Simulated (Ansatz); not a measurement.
Cost and result for the atomization energy of CH$_{5}$AlS (`[CH3][AlH][SH]`) (8 atoms, 7 bonds).

Charge 0, multiplicity 1. The geometry is a stationary point of PBE0-D4/def2-TZVP. It is one conformer, not always the lowest. Program: Ansatz. Hardware: A = 2 threads of a server CPU on a shared host; B = 2 threads of an AMD EPYC 7R13 on a shared host and a share of an NVIDIA H100 80 GB. Times are those of one run each, without the atoms' runs, and a repeat can differ threefold. Electronic energies, without spin–orbit coupling; frozen cores. CCSD(T)/CBS extrapolates def2-TZVPP and def2-QZVPP, and its time is that of the two runs behind it. T1 = 0.010. B3LYP takes the VWN-RPA correlation (the form of Gaussian; ORCA's B3LYP/G).

CCSD(T)/CBS is a level of theory with its own doubt, some kJ/mol a heavy atom from the limit and from the frozen cores, so smaller differences don't rank the functionals.

```
                                 level  functions  wall time
              revPBE-D4/def2-TZVPP [A]        185      2.7 s
                BLYP-D4/def2-TZVPP [A]        185      3.1 s
   PBE-D4/def2-TZVPP (with forces) [A]        185      3.5 s
                  CCSD(T)/def2-SVP [A]         75      3.9 s
r2SCAN-D4/def2-TZVPP (with forces) [A]        185      4.2 s
             r2SCANh-D4/def2-TZVPP [A]        185        5 s
 B3LYP-D4/def2-TZVPP (with forces) [A]        185      5.5 s
                 B2PLYP/def2-TZVPP [A]        185        8 s
                ωB97X-V/def2-TZVPP [A]        185       10 s
  ωB97M-V/def2-TZVPP (with forces) [A]        185       15 s
                CCSD(T)/def2-QZVPP [B]        347       23 s
                CCSD(T)/def2-TZVPP [A]        185       40 s
                     CCSD(T)/CBS(def2)          –       63 s
```

(1) What atomization energy does each give, and how far from CCSD(T)/CBS? (Best estimate.)

## Answers

(1) Ansatz gave: 
```json
{"level": "revPBE-D4/def2-TZVPP [A]", "atomization (kJ/mol)": "2545.9", "difference from CCSD(T)/CBS": "-46.2", "per bond": "-6.6"}
{"level": "BLYP-D4/def2-TZVPP [A]", "atomization (kJ/mol)": "2556.2", "difference from CCSD(T)/CBS": "-35.9", "per bond": "-5.1"}
{"level": "PBE-D4/def2-TZVPP (with forces) [A]", "atomization (kJ/mol)": "2593.2", "difference from CCSD(T)/CBS": "1.1", "per bond": "0.2"}
{"level": "CCSD(T)/def2-SVP [A]", "atomization (kJ/mol)": "2442.4", "difference from CCSD(T)/CBS": "-149.7", "per bond": "-21.4"}
{"level": "r2SCAN-D4/def2-TZVPP (with forces) [A]", "atomization (kJ/mol)": "2598.9", "difference from CCSD(T)/CBS": "6.8", "per bond": "1.0"}
{"level": "r2SCANh-D4/def2-TZVPP [A]", "atomization (kJ/mol)": "2588.8", "difference from CCSD(T)/CBS": "-3.3", "per bond": "-0.5"}
{"level": "B3LYP-D4/def2-TZVPP (with forces) [A]", "atomization (kJ/mol)": "2579.2", "difference from CCSD(T)/CBS": "-12.9", "per bond": "-1.8"}
{"level": "B2PLYP/def2-TZVPP [A]", "atomization (kJ/mol)": "2552.9", "difference from CCSD(T)/CBS": "-39.2", "per bond": "-5.6"}
{"level": "ωB97X-V/def2-TZVPP [A]", "atomization (kJ/mol)": "2598.7", "difference from CCSD(T)/CBS": "6.6", "per bond": "0.9"}
{"level": "ωB97M-V/def2-TZVPP (with forces) [A]", "atomization (kJ/mol)": "2600.0", "difference from CCSD(T)/CBS": "7.9", "per bond": "1.1"}
{"level": "CCSD(T)/def2-QZVPP [B]", "atomization (kJ/mol)": "2565.4", "difference from CCSD(T)/CBS": "-26.7", "per bond": "-3.8"}
{"level": "CCSD(T)/def2-TZVPP [A]", "atomization (kJ/mol)": "2527.4", "difference from CCSD(T)/CBS": "-64.7", "per bond": "-9.2"}
{"level": "CCSD(T)/CBS(def2)", "atomization (kJ/mol)": "2592.1", "difference from CCSD(T)/CBS": "0.0", "per bond": "0.0"}
```

At CCSD(T), def2-SVP lies −149.7 kJ/mol from the extrapolated value and def2-TZVPP −64.6 kJ/mol: correlation converges slowly with the basis, and small sets miss more of it in the bonded molecule than in its fragments. From PBE to PBE0 (25 % exact exchange), in def2-TZVPP and without D4, the atomization energy moves by −16.3 kJ/mol: exact exchange takes away binding that semilocal exchange gives to molecules. In def2-TZVPP, CCSD(T) changes the Hartree–Fock value by +571.4 kJ/mol (the triples alone add +29.4 kJ/mol) and MP2 by +580.7 kJ/mol; breaking electron pairs costs correlation energy, which Hartree–Fock lacks.
